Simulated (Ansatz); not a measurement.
**MgO (triplet): wave-function methods side by side, def2-TZVPP**

An exercise on one series of results from a longer session: the logs are not shown, and one member is left open.

Computed with Ansatz 0.2.0, Gaussian basis. Level: def2-TZVPP, core rule «outside noble gas», up to 6 orbitals frozen.

Plan: UHF; ROHF; CCSD(T) on UHF.

2 further runs of the same task are left out: 2 set aside as unsound or not needed.

## What is computed

The geometry is a PBE0/def2-TZVP stationary point (not a proven minimum) of the parent state, kept for this charge and spin.

2 atoms, charge 0, spin multiplicity 3.

Atoms are counted from 1 here; the program's logs count them from 0.

Bond lengths: O1–Mg2 1.733 Å.

Set-up of the first run:

The input, in.yaml:

```yaml
crystal:
  periodic: [false, false, false]
  atoms:
    - {symbol: O, position_ang: [0.000000, 0.000000, 0.000000]}
    - {symbol: Mg, position_ang: [0.000000, 0.000000, 1.732700]}
basis:
  gaussian: {orbitals: def2-TZVPP}
magnetization: {spin_polarized: true, initial_magnetization: 2}
hamiltonian: {xc: hf}
output: {orbitals: {seedname: orbitals}}
```

Command:

```console
$ ansatz run in.yaml --threads 1 --pin off --events-out ev --progress --plain --max-ram 4096MiB --backend cpu
```

Steps of the session up to this table: UHF; ROHF; CCSD(T) on UHF.

One table of the session follows, with a row left open; its other results are not shown here.

| method | from UCCSD(T) (meV) |
| --- | --- |
| ROHF | +6162.8 |
| UHF | +6039.1 |
| UMP2 | +499.0 |
| UCCSD | ? |
| UCCSD(T) | 0 |

Q: Estimate the row for UCCSD from the others.

**Answer.** from UCCSD(T) (meV): +173.0. In the column «from UCCSD(T) (meV)» it lies between UCCSD(T) (0) and UMP2 (+499.0).
